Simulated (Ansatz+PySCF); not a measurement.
Two shapes of doublet NO2.

Shape 1:

```xyz
3

N     0.0000    0.0000   -0.3148
O     0.0000    1.0929    0.1377
O     0.0000   -1.0929    0.1377
```

Shape 2:

```xyz
3

N    -0.0496   -0.0014   -0.3088
O     0.0135    1.0454    0.1458
O    -0.0122   -1.0447    0.1424
```

Basis set: def2-SVP (spherical functions). Left uncorrelated: 3 orbitals. Correlation on ROHF uses semicanonical orbitals with singles. Charge 0, multiplicity 2.

Computed with Ansatz (development build ahead of 0.2.0); each method stands on the lowest determinant of its kind that the runs found.

Problem. Which shape is lower in energy, and by how much in each method?

Solution.

```csv
method,E(2) − E(1) (eV)
UHF,-0.039
UHF-MP2,0.360
ROHF-CCSD,0.267
ROHF-CCSD(T),0.340
PBE (restricted open-shell),0.380
```

The methods disagree on the order.
